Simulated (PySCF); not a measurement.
# Broadened absorption spectrum of PH3

PH₃.
SMILES: `P`

Method used: PySCF 2.14.0, density-fitted response routines, TDDFT B3LYP/def2-SVPD, vertical, gas phase, core orbitals frozen in the response. Geometry: PBE0-D3(BJ)/def2-SVP; no solvent, vibrations or thermal averaging.

Each state is given a Gaussian of 0.5 eV full width at half maximum, with ε(max) = 2.175×10⁸ f / Δν̃ (Δν̃ the width in cm⁻¹). The cross-section is σ = 3.8235×10⁻²¹ ε cm², given in Mb (10⁻¹⁸ cm²). The width is an assumption, not a result. The curve ends short of the highest state used, and states not computed would add to its high-energy end.

(E (eV), σ (Mb)): (6.30, 0.06), (6.36, 0.15), (6.43, 0.41), (6.49, 0.91), (6.55, 1.84), (6.62, 3.81), (6.68, 6.54), (6.75, 11.18), (6.81, 16.38), (6.88, 23.47), (6.94, 29.79), (7.01, 36.53), (7.07, 41.06), (7.14, 44.25), (7.20, 44.93), (7.27, 43.22), (7.33, 39.75), (7.39, 34.75), (7.46, 27.67), (7.52, 21.31), (7.59, 14.45), (7.65, 9.60), (7.72, 5.43), (7.78, 3.07), (7.85, 1.44), (7.91, 0.69), (7.98, 0.26), (8.04, 0.11), (8.11, 0.03), (8.17, 0.01), (8.23, 0.00), (8.30, 0.00), (8.36, 0.00), (8.43, 0.00), (8.49, 0.00), (8.56, 0.00), (8.62, 0.00), (8.69, 0.00), (8.75, 0.00), (8.82, 0.00), (8.88, 0.01), (8.94, 0.02), (9.01, 0.06), (9.07, 0.14)

(1) Where are the band maxima, and which computed states make them?

(2) Does any computed singlet lie in the visible range?

(3) On this curve, what absorbance would a 10⁻⁵ mol/L sample give at 193 nm over a 1 cm path?

(4) Coming from long wavelengths, where does ε first pass 100 L mol⁻¹ cm⁻¹?

## Answers

(1) 172 nm (7.19 eV), ε about 12000, made up of S1 (49%), S2 (25%) and S3 (25%) (ε in L mol⁻¹ cm⁻¹; maxima over ε = 5, shares over 10%). At its high-energy end, 9.07 eV, the curve is still rising (ε about 35, from S5 and S6). The states used: S1 7.05 eV (f 0.135); S2 7.33 eV (f 0.069); S3 7.33 eV (f 0.069); S4 9.57 eV (f 0.0000); S5 9.67 eV (f 0.019); S6 9.67 eV (f 0.019).

(2) No computed singlet lies in the visible range (380 to 750 nm); the lowest, at 176 nm, stands 3.78 eV above its violet end (3.26 eV).

(3) 193 nm is 6.424 eV, where ε is about 100 L mol⁻¹ cm⁻¹, so A = ε c l ≈ 0.001 (Beer–Lambert, with the gas-phase spectrum and the assumed width).

(4) At about 193 nm (6.42 eV), 0.62 eV below S1.
